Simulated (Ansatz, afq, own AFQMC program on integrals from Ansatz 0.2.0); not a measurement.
Two steps: Ansatz 0.2.0 writes the Fock matrix and Cholesky factors of the valence space, and afq projects on them the lowest state that overlaps trial and start.

```yaml
crystal:
  periodic: [false, false, false]
  atoms:
    - {symbol: Ge, position_ang: [0.421730, 0.000000, 1.040887]}
    - {symbol: Si, position_ang: [-1.258765, 0.000000, -0.548278]}
    - {symbol: S, position_ang: [0.147157, 0.000000, -1.877792]}
basis:
  gaussian: {orbitals: cc-pVDZ}
magnetization: {spin_polarized: true, initial_magnetization: 2}
correlation: {method: ccsd_t, electrons: outside_noble_gas, hamiltonian_folder: ham}
```

```sh
$ ansatz run in.yaml --threads 1 --pin off --events-out ev --progress --plain --max-ram 1382MiB
```

Options of the walk:

```
--method phaseless --trial cisd --walkers 60 --populations 1 --least-time 40 --time-step 0.005 --steps-per-block 50 --equilibration-blocks 28 --max-blocks 300 --target-error 0.00045 --factor-cut 1e-05 --start spin_pure --seed 7360 --release-times 0.24,0.51,0.99,1.62,2.4 --release-step 0.03 --release-every 4 --taylor-order 6
```

Times are imaginary, in 1/Eh. The walk had a cap of 1812 s. Filled inner d shells are frozen with the cores.

afq prints:

```
orbitals 39  electrons 8 6  factors 312 of 706
reference energy -2761.77398458 Eh
CCSD correlation -0.29259131 Eh in 17 cycles, weight of the determinant in the CISD state 0.7985
energy of the start -2762.060474 Eh
 block  time / (1/Eh)  mean weight  energy / Eh
     1     0.250  0.9975  -2762.055914
     2     0.500  0.9996  -2762.058398
     3     0.750  0.9998  -2762.062905
     4     1.000  1.0002  -2762.065495
     5     1.250  1.0000  -2762.065820
     8     2.000  1.0029  -2762.075843
    17     4.250  0.9993  -2762.084509
    41    10.250  1.0001  -2762.083088
    65    16.250  0.9994  -2762.079233
    89    22.250  1.0015  -2762.077037
   113    28.250  1.0009  -2762.085922
   137    34.250  0.9997  -2762.093387
   161    40.250  1.0006  -2762.075011
   185    46.250  1.0013  -2762.081049
   209    52.250  0.9999  -2762.091263
   217    54.250  0.9983  -2762.099884
   233    58.250  1.0005  -2762.084120
   257    64.250  0.9998  -2762.092943
   281    70.250  0.9991  -2762.078489
   305    76.250  0.9994  -2762.069989
   321    80.250  0.9978  -2762.083662
blocks merged  error / Eh  count
     1  0.000404  300
     2  0.000514  150
     4  0.000636  75
     8  0.000764  37
    16  0.000925  18
    32  0.001104  9
released: time / (1/Eh)  energy / Eh  error  mean overlap
  0.24  -2762.083167  0.000817  0.9973
  0.51  -2762.084897  0.000829  0.9898
  0.99  -2762.085877  0.001027  0.9843
  1.62  -2762.084377  0.001046  0.9967
  2.40  -2762.082427  0.001253  1.0381
energy -2762.083656 +/- 0.000925 Eh
(rows thinned)
```

The run passed its tests (sampling time, drift between the halves within three errors, error under three times the target), which doesn't prove that it has relaxed. The second half of the sampling lies below the first by 2.4 errors of their difference, so the energy may still be moving and its error bar be too small.

Against this walk (error 25.2 meV) on the same determinant: CCSD(T) 57.6 meV higher, CCSDT(Q) 42.2 meV lower (within the noise). The error is statistical and leaves out the bias of the constraint. Released to 2.40 1/Eh the energy moves by 33 ± 42 meV (both errors), within twice the noise.

Cautions: constraint bias not in the error; error above the target (25.2 against 12.2 meV); no relativity below Rb; no spin-orbit coupling; inner d shell frozen; lower spins were not checked; unrestricted determinant slightly spin contaminated (⟨S²⟩ 2.10 against 2.00).

The walk took 6.2 min on 1 thread of AMD EPYC 9R45 96-Core Processor (Zen 5), on a shared host. The log's last line is the phaseless energy.

CCSDT and higher add their correlation energy to the determinant of the CCSD(T) run, since their own runs factorise the integrals more tightly (a shift of under 2 meV). A walk keeps the symmetry of its determinant, which the program's search chose and which needn't be the lowest solution, so a lower state of the same spin and another symmetry isn't excluded.
